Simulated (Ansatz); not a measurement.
C4H9FO, SMILES `CCCOCF`. Total charge 0; spin multiplicity 1. The structure was optimised at the PBE0-D4/def2-TZVP level. It is one conformer, not always the lowest.

```xyz
15

C     0.782    1.617   -1.256
C     0.047    0.971   -0.094
C     0.590   -0.412    0.200
O     0.002   -1.014    1.346
C    -1.097   -1.780    1.117
F    -2.220   -1.011    0.848
H     0.395    2.617   -1.459
H     0.674    1.030   -2.172
H     1.852    1.712   -1.049
H     0.150    1.581    0.808
H    -1.022    0.903   -0.307
H     0.456   -1.072   -0.669
H     1.662   -0.356    0.410
H    -0.967   -2.440    0.248
H    -1.303   -2.345    2.028
```

**Question.** What is the dipole moment at r2SCAN/def2-TZVPP? (Estimate.)

**Answer.** Ansatz gave: 1.58 D, with components (1.16, -0.51, -0.94) D in this frame, pointing from negative to positive charge.

**Question.** And with PBE, B3LYP, ωB97M-V? (Best estimate.)

**Answer.** Computed: PBE 1.52 D, B3LYP 1.63 D, ωB97M-V 1.63 D.

**Question.** Give the Mulliken charges with r2SCAN, PBE, B3LYP in def2-TZVPP. (Best estimate.)

**Answer.** The calculation gave: 
```tsv
atom	r2SCAN	PBE	B3LYP
C1	-0.15	-0.26	-0.26
C2	0.01	-0.08	-0.07
C3	0.10	0.01	0.03
O4	-0.31	-0.23	-0.30
C5	0.27	0.12	0.18
F6	-0.25	-0.21	-0.25
H7	0.05	0.09	0.09
H8	0.04	0.08	0.07
H9	0.04	0.08	0.07
H10	0.02	0.06	0.06
H11	0.03	0.06	0.06
H12	0.03	0.05	0.05
H13	0.05	0.08	0.09
H14	0.03	0.06	0.07
H15	0.05	0.10	0.11
```

B3LYP here is the variant with VWN-RPA as its local correlation; programs differ in this.
